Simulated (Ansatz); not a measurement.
Calculated with Ansatz (gas phase, PBE0-D4/def2-TZVP geometries, no zero-point term in ΔE). CBS: MP2 limit from def2 TZ/QZ plus the TZ coupled-cluster correction, frozen cores. This one scheme is used for every species. Triplets are unrestricted, without spin–orbit coupling.

Consider the formal loss of a carbene: `BSC` → `[CH2]` (triplet) + `BS`.

`BSC`:

Cartesian coordinates in Å:
```
B 0.797 -1.127 0.780
S 0.753 -0.310 -0.766
C -0.602 0.883 -0.652
H 0.026 -0.851 1.648
H 1.638 -1.964 0.902
H -1.338 0.660 -1.425
H -0.207 1.885 -0.817
H -1.067 0.825 0.330
```

`[CH2]` (triplet):

Z-matrix (Å, degrees):
```
C
H 1 1.079
H 1 1.079 2 134.9
```

`BS`:

Z-matrix (Å, degrees):
```
B
S 1 1.765
H 1 1.192 2 115.8
H 1 1.190 2 121.4 3 -180.0
H 2 1.344 1 99.2 3 180.0
```

```
          species  MP2/CBS(def2) energy (Eh)
            `BSC`                 -463.57706
`[CH2]` (triplet)                  -39.07245
             `BS`                 -424.33517
```

**Question.** Work out ΔE.

**Answer.** ΔE = (-39.07245) + (-424.33517) − (-463.57706) = 0.16944 Eh = +106.3 kcal/mol. CCSD(T)/CBS gives +102.9 kcal/mol.

**Question.** What do rigid-rotor, harmonic-oscillator terms from PBE0-D4/def2-TZVP frequencies (298.15 K, 1 bar) make of the CCSD(T)/CBS value? (Estimate.)

**Answer.** Ansatz gave: ΔZPE = -7.7 kcal/mol, ΔH = +96.7 kcal/mol, ΔS = 153 J/(mol·K), ΔG = +85.8 kcal/mol. Open shells count their whole term as degenerate.

Largest T1 diagnostic among the species: 0.015.

Leaving LDA and LC-ωPBE aside and taking each functional with its dispersion term where it has one, the values, not all of them listed here, spread over 8.7 kcal/mol, from r2SCAN0-D4 to PBE-D4. LDA lies +16.7 kcal/mol from PBE without D4. From r2SCAN to r2SCAN0 (25 % exact exchange), in def2-TZVPP and without D4, ΔE moves by −1.3 kcal/mol. The D4 term adds +2.2 kcal/mol with B3LYP and +1.1 kcal/mol with PBE0; it sums over pairs of atoms, weighted by their polarisabilities, and B3LYP, whose exchange is more repulsive, gets the larger term.

B3LYP here is the variant with VWN-RPA as its local correlation; programs differ in this.
